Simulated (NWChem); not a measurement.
Molecule: ethane (C₂H₆); SMILES CC

```xyz
8

C      0.0000     0.0000     0.7593
C      0.0000     0.0000    -0.7593
H     -0.7193     0.7193     1.1579
H      0.9826     0.2633     1.1579
H     -0.2633    -0.9826     1.1579
H     -0.9826    -0.2633    -1.1579
H      0.7193    -0.7193    -1.1579
H      0.2633     0.9826    -1.1579
```
Atoms are numbered in this order, from 1.

Program: NWChem. Geometry: optimised at PBE0-D3(BJ)/def2-TZVP.

Predict the results for Hartree-Fock/def2-SVPD. Quantities: highest occupied level (eV); orbital gap (eV).


| Quantity | Result |
|---|---|
| highest occupied level (eV) | -13.23 |
| orbital gap (eV) | 16.06 |
